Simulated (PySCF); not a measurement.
A geometry optimisation on `F[C@@H]1C=C[C@H]1F`.

Method: PBE0-D3(BJ)/def2-SVP geometry optimisation, gas phase (PySCF 2.14.0). Start geometry: GFN2-xTB. A driver script takes a list of jobs; this job's settings line and coordinates (Å) are shown.

Input:
```
{"job": {"xc": "PBE0", "basis": "def2-SVP", "d3": "d3bj", "grid": 1, "kind": "geom"}, "charge": 0, "multiplicity": 1}
F     -0.339834    -1.609884     1.279314
C     -0.095289    -0.936518     0.112780
C      1.159724    -0.103786     0.059348
C      0.510403     1.033011    -0.181958
C     -0.854697     0.408165    -0.049953
F     -1.677071     0.488159    -1.141331
H     -0.245578    -1.640194    -0.709773
H      2.188990    -0.377289     0.187490
H      0.802439     2.041190    -0.403336
H     -1.440206     0.701801     0.824891
```

Output:
```
step   0  E = -353.81288326  max force = 0.014414
step   1  E = -353.81440874  max force = 0.002269
step   2  E = -353.81444266  max force = 0.000728
step   3  E = -353.81444658  max force = 0.000357
optimisation converged
```

Energies in Eh; «max force» is the largest Cartesian gradient component in Eh/bohr.

Question: Give the first gradient maximum in eV/Å.

Answer: With 1 Eh/bohr = 51.422 eV/Å, 0.741 eV/Å.

Question: How much energy does the optimisation release, in kJ/mol?

Answer: E(step 0) − E(last step) = 0.001563 Eh, which is 4.1 kJ/mol.

Summary of the converged run: final energy -353.81445 Eh after 3 steps; dipole 1.80 D.

Question: Where do the atoms end?

Answer: 0.060 Å rms from the input after alignment:
```
atom  x, y, z in Å
F1    -0.3812   -1.6910    1.1635
C2    -0.1168   -0.9347    0.0586
C3     1.1293   -0.0934    0.0827
C4     0.4731    1.0419   -0.2028
C5    -0.8836    0.4069   -0.0673
F6    -1.7403    0.5285   -1.1232
H7    -0.2412   -1.5595   -0.8419
H8     2.1776   -0.3459    0.2557
H9     0.7820    2.0635   -0.4341
H10   -1.4240    0.6536    0.8621
```

Question: How long does this job take on Arm Neoverse V2, one thread, on a shared host?

Answer: About 13 s.
Labels such as C1 count atoms from 1, the log's own numbers from 0.
